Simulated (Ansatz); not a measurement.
A run of Ansatz (development build ahead of 0.2.0) on triplet C4H4O at this shape:

```yaml
atoms:
  - { symbol: O, position_ang: [0.0000, 0.0000, 1.1633] }
  - { symbol: C, position_ang: [0.0000, 1.0947, 0.3480] }
  - { symbol: C, position_ang: [0.0000, -1.0947, 0.3480] }
  - { symbol: C, position_ang: [0.0000, 0.7132, -0.9622] }
  - { symbol: C, position_ang: [0.0000, -0.7132, -0.9622] }
  - { symbol: H, position_ang: [0.0000, 2.0494, 0.8511] }
  - { symbol: H, position_ang: [0.0000, -2.0494, 0.8511] }
  - { symbol: H, position_ang: [0.0000, 1.3708, -1.8197] }
  - { symbol: H, position_ang: [0.0000, -1.3708, -1.8197] }
```

Its results:

- Converged: yes
- Total energy: -229.69783 hartree
- Spin squared of the determinant: 2.008
- Stability test: minimum

Task: Which input gives this output? Name the method, the orbitals and the basis set, and write the input.

Result: PBE0 (unrestricted) in pcseg-2.

```yaml
crystal:
  periodic: [false, false, false]
  atoms:
    - { symbol: O, position_ang: [0.0, 0.0, 1.16334] }
    - { symbol: C, position_ang: [0.0, 1.0947, 0.34804] }
    - { symbol: C, position_ang: [0.0, -1.0947, 0.34804] }
    - { symbol: C, position_ang: [0.0, 0.7132, -0.96216] }
    - { symbol: C, position_ang: [0.0, -0.7132, -0.96216] }
    - { symbol: H, position_ang: [0.0, 2.04936, 0.85111] }
    - { symbol: H, position_ang: [0.0, -2.04936, 0.85111] }
    - { symbol: H, position_ang: [0.0, 1.37083, -1.81974] }
    - { symbol: H, position_ang: [0.0, -1.37083, -1.81974] }
basis:
  gaussian: { orbitals: pcseg-2 }
magnetization:
  spin_polarized: true
  initial_magnetization: 2
hamiltonian:
  xc: pbe0
```

Caution: other spin multiplicities may lie lower.
